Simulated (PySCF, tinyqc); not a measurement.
Inside a calculation. Method: RHF in the sto-3g basis, for BH, spin multiplicity 1. The lowest restricted solution is unstable here: a spin-polarised one lies 0.0728 hartree lower (PySCF). One step of it, computed by the program tinyqc.

Problem. Iteration 1: building the Fock matrix. J_ij = sum D_kl (ij|kl), K_ij = sum D_kl (ik|jl); F = H + J - 0.5 K; E = tr D H + tr D J / 2 - 0.25 tr D K + E_nn.

D at the start:
```
,1B 1s,1B 2s,1B 2px,1B 2py,1B 2pz,2H 1s
1B 1s,2.099283,-0.674418,-0.189892,-0.254343,-0.026276,0.019640
1B 2s,-0.674418,0.776480,0.631097,-0.577256,-0.175081,0.081289
1B 2px,-0.189892,0.631097,0.680189,-0.708867,0.181628,-0.116744
1B 2py,-0.254343,-0.577256,-0.708867,0.851341,-0.050816,0.045083
1B 2pz,-0.026276,-0.175081,0.181628,-0.050816,1.686377,-0.935612
2H 1s,0.019640,0.081289,-0.116744,0.045083,-0.935612,0.519470
```

core Hamiltonian H = T + V (hartree):
```
,1B 1s,1B 2s,1B 2px,1B 2py,1B 2pz,2H 1s
1B 1s,-12.553691,-3.249977,0.000000,0.000000,-0.005084,-0.066682
1B 2s,-3.249977,-3.645024,0.000000,0.000000,-0.051930,-0.289900
1B 2px,0.000000,0.000000,-2.841754,0.000000,0.000000,0.000000
1B 2py,0.000000,0.000000,0.000000,-2.841754,0.000000,0.000000
1B 2pz,-0.005084,-0.051930,0.000000,0.000000,-2.866746,-0.352496
2H 1s,-0.066682,-0.289900,0.000000,0.000000,-0.352496,-1.629514
```

Two-electron integrals (ij|kl) in chemists' order, unique and non-zero (hartree):
```
i,j,k,l,(ij|kl)
1,1,1,1,2.923513
2,1,1,1,0.518376
2,1,2,1,0.109262
2,2,1,1,0.744229
2,2,2,1,0.193177
2,2,2,2,0.544804
3,1,3,1,0.020264
3,2,3,1,0.029996
3,2,3,2,0.120346
3,3,1,1,0.742491
3,3,2,1,0.193240
3,3,2,2,0.544682
3,3,3,3,0.586773
4,1,4,1,0.020264
4,2,4,1,0.029996
4,2,4,2,0.120346
4,3,4,3,0.031630
4,4,1,1,0.742491
4,4,2,1,0.193240
4,4,2,2,0.544682
4,4,3,3,0.523513
4,4,4,4,0.586773
5,1,5,1,0.020264
5,2,5,1,0.029996
5,2,5,2,0.120346
5,3,5,3,0.031630
5,4,5,4,0.031630
5,5,1,1,0.742491
5,5,2,1,0.193240
5,5,2,2,0.544682
5,5,3,3,0.523513
5,5,4,4,0.523513
5,5,5,5,0.586773
6,1,1,1,0.010291
6,1,2,1,0.002170
6,1,2,2,0.003879
6,1,3,3,0.003861
6,1,4,4,0.003861
6,1,5,1,0.000183
6,1,5,2,0.000339
6,1,5,5,0.003918
6,1,6,1,0.000045
6,2,1,1,0.044273
6,2,2,1,0.011782
6,2,2,2,0.039313
6,2,3,3,0.038088
6,2,4,4,0.038088
6,2,5,1,0.001275
6,2,5,2,0.009252
6,2,5,5,0.041717
6,2,6,1,0.000254
6,2,6,2,0.005369
6,3,3,1,0.000838
6,3,3,2,0.004563
6,3,5,3,0.001531
6,3,6,3,0.000410
6,4,4,1,0.000838
6,4,4,2,0.004563
6,4,5,4,0.001531
6,4,6,4,0.000410
6,5,1,1,0.053273
6,5,2,1,0.014288
6,5,2,2,0.049579
6,5,3,3,0.047388
6,5,4,4,0.047388
6,5,5,1,0.002006
6,5,5,2,0.014163
6,5,5,5,0.053904
6,5,6,1,0.000315
6,5,6,2,0.007665
6,5,6,5,0.011153
6,6,1,1,0.232582
6,6,2,1,0.062637
6,6,2,2,0.232032
6,6,3,3,0.224086
6,6,4,4,0.224086
6,6,5,1,0.005075
6,6,5,2,0.051076
6,6,5,5,0.247767
6,6,6,1,0.001334
6,6,6,2,0.047591
6,6,6,5,0.073349
6,6,6,6,0.774606
```

nuclear repulsion = 1.16302684 hartree

Give: Coulomb J; exchange K; Fock matrix F; total energy of this density.

Solution.

Coulomb J (hartree):
```
,1B 1s,1B 2s,1B 2px,1B 2py,1B 2pz,2H 1s
1B 1s,8.434,1.720,0.030,-0.045,-0.012,0.034
1B 2s,1.720,3.512,0.139,-0.154,-0.042,0.244
1B 2px,0.030,0.139,3.483,-0.045,0.011,0.006
1B 2py,-0.045,-0.154,-0.045,3.494,-0.003,-0.006
1B 2pz,-0.012,-0.042,0.011,-0.003,3.547,0.308
2H 1s,0.034,0.244,0.006,-0.006,0.308,1.600
```

exchange K (hartree):
```
,1B 1s,1B 2s,1B 2px,1B 2py,1B 2pz,2H 1s
1B 1s,5.589,0.760,-0.005,-0.323,-0.062,0.005
1B 2s,0.760,0.771,0.372,-0.439,-0.166,0.035
1B 2px,-0.005,0.372,0.573,-0.394,0.095,0.009
1B 2py,-0.323,-0.439,-0.394,0.668,-0.026,-0.018
1B 2pz,-0.062,-0.166,0.095,-0.026,1.041,-0.109
2H 1s,0.005,0.035,0.009,-0.018,-0.109,0.294
```

Fock matrix F (hartree):
```
,1B 1s,1B 2s,1B 2px,1B 2py,1B 2pz,2H 1s
1B 1s,-6.914,-1.909,0.032,0.116,0.014,-0.035
1B 2s,-1.909,-0.519,-0.047,0.066,-0.011,-0.063
1B 2px,0.032,-0.047,0.354,0.152,-0.036,0.002
1B 2py,0.116,0.066,0.152,0.318,0.010,0.003
1B 2pz,0.014,-0.011,-0.036,0.010,0.160,0.010
2H 1s,-0.035,-0.063,0.002,0.003,0.010,-0.177
```

total energy of this density = -21.99736 hartree

This density is the starting one.
